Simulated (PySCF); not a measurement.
## Dipole moment and polarisability across levels of theory

Species: C₄H₁₀O.
SMILES: `CC[C@H](C)O`

PySCF, dipoles from the SCF density, polarisabilities from static response with core orbitals frozen. Geometry: PBE0-D3(BJ)/def2-SVP, one conformer, isolated molecule.

Compare the levels for these properties.

| level | μ (D) | α (Å³) | error (%) | anisotropy (Å³) |
| --- | --- | --- | --- | --- |
| LDA/def2-SVPD | 1.546 | 8.95 | +4.4 | 1.71 |
| PBE/def2-SVPD | 1.488 | 8.81 | +2.8 | 1.68 |
| B3LYP/def2-SVPD | 1.561 | 8.52 | -0.6 | 1.55 |
| PBE0/def2-SVPD | 1.556 | 8.43 | -1.6 | 1.56 |
| BHandHLYP/def2-SVPD | 1.628 | 8.18 | -4.5 | 1.45 |
| CAM-B3LYP/def2-SVPD | 1.614 | 8.38 | -2.2 | 1.47 |
| wB97X-D/def2-SVPD | 1.588 | 8.37 | -2.3 | 1.48 |
| LC-wPBE/def2-SVPD | 1.630 | 8.16 | -4.8 | 1.41 |
| HF/def2-SVPD | 1.689 | 7.86 | -8.3 | 1.30 |
| PBE0/6-31G* | 1.501 | 7.00 | -18.3 | 1.27 |
| PBE0/6-31+G* | 1.661 | 7.84 | -8.5 | 1.31 |
| PBE0/def2-SVP | 1.503 | 7.27 | -15.1 | 1.40 |
| PBE0/aug-cc-pVDZ | 1.503 | 8.63 | +0.7 | 1.64 |
| PBE0/def2-TZVP | 1.504 | 8.18 | -4.6 | 1.58 |
| PBE0/def2-TZVPD | 1.502 | 8.60 | +0.4 | 1.64 |

Reference polarisability: 8.570 Å³ (measured, gas; NIST CCCBDB Release 22 (SRD 101), experimental polarizabilities). The anisotropy is √(½[(α1 − α2)² + (α2 − α3)² + (α3 − α1)²]). For the polarisability, the smallest error is 0.4% (PBE0/def2-TZVPD) and the largest 18.3% (PBE0/6-31G*). The dipole runs from 1.49 D (PBE/def2-SVPD) to 1.69 D (HF/def2-SVPD). In one basis (def2-SVPD) the functionals order the polarisability from HF (lowest) to LDA (highest), a spread of 14%. With PBE0 the polarisability is 7.48 Å³ without diffuse functions (mean of 6-31G*, def2-SVP and def2-TZVP) and 8.38 Å³ with them (mean of 6-31+G*, def2-SVPD, aug-cc-pVDZ and def2-TZVPD). Measured values can belong to vibrating molecules and may average over conformers; the computed ones are for one fixed geometry.
